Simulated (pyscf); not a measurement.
**Hydrogen abstraction: `[CH3]` [doublet] + `[CH3][SiH2][Cl]` -> `[CH4]` + `[CH3][SiH][Cl]` [doublet]**

Gas phase, doublet surface, charge 0. Bonds broken: Si2–H7. Bonds formed: C1–H7. Structures and frequencies: ωB97X-D3(BJ)/def2-SVP in PySCF.

Transition state (Å):

```xyz
12

C      1.7995    -0.3817     0.3969
Si    -0.5846     1.5699    -0.3849
Cl    -0.0714     3.2908     0.6667
H      1.3227    -1.3413     0.6253
H      2.1528     0.1930     1.2599
H      2.4562    -0.3732    -0.4797
H      0.5888     0.5093    -0.0869
H     -0.6488     1.9329    -1.8307
C     -2.2448     0.9645     0.2321
H     -3.0177     1.7371     0.0943
H     -2.5532     0.0613    -0.3196
H     -2.1918     0.7161     1.3035
```

One imaginary mode, 1047i cm⁻¹; descent along it reached the two sides named.

```
bond    change  reactant side (Å)  saddle  product side
------  ------  -----------------  ------  ------------
Si2–H7  breaks              1.484   1.609           3.4
C1–H7    forms                3.4   1.579         1.099
```

Electronic energies relative to the separated reactants (kcal/mol):

```json
[
 {"level": "ωB97X-D3(BJ)/def2-TZVP", "barrier": "6.9", "reaction energy": "-15.4", "reverse barrier": "22.3"},
 {"level": "PBE/def2-TZVP", "barrier": "1.7", "reaction energy": "-19.6", "reverse barrier": "21.3"},
 {"level": "r²SCAN/def2-TZVP", "barrier": "5.6", "reaction energy": "-15.4", "reverse barrier": "21.0"},
 {"level": "B3LYP-D3(BJ)/def2-TZVP", "barrier": "5.0", "reaction energy": "-16.0", "reverse barrier": "21.0"},
 {"level": "PBE0-D3(BJ)/def2-TZVP", "barrier": "4.2", "reaction energy": "-17.3", "reverse barrier": "21.4"},
 {"level": "M06-2X/def2-TZVP", "barrier": "7.9", "reaction energy": "-17.6", "reverse barrier": "25.5"},
 {"level": "ωB97M-D3(BJ)/def2-TZVP", "barrier": "8.0", "reaction energy": "-14.8", "reverse barrier": "22.8"},
 {"level": "HF/def2-TZVP", "barrier": "21.3", "reaction energy": "-7.6", "reverse barrier": "28.9"}
]
```

With ωB97M-D3(BJ)/def2-TZVP energies and thermal terms (ideal gas, 1 atm, RRHO with modes under 100 cm⁻¹ raised to 100, one conformer, R ln 2 for rigid chiral ones), in kcal/mol:

```json
[
 {"T (K)": "298", "ΔH‡": "7.7", "ΔG‡": "16.5", "ΔH": "-11.4", "ΔG": "-11.1"},
 {"T (K)": "600", "ΔH‡": "8.1", "ΔG‡": "25.4", "ΔH": "-12.1", "ΔG": "-10.5"},
 {"T (K)": "900", "ΔH‡": "8.8", "ΔG‡": "33.8", "ΔH": "-12.7", "ΔG": "-9.6"},
 {"T (K)": "1200", "ΔH‡": "9.5", "ΔG‡": "42.0", "ΔH": "-13.1", "ΔG": "-8.5"}
]
```

One saddle was located; it need not be the lowest between these sides. The angle at the transferred H is 171°.
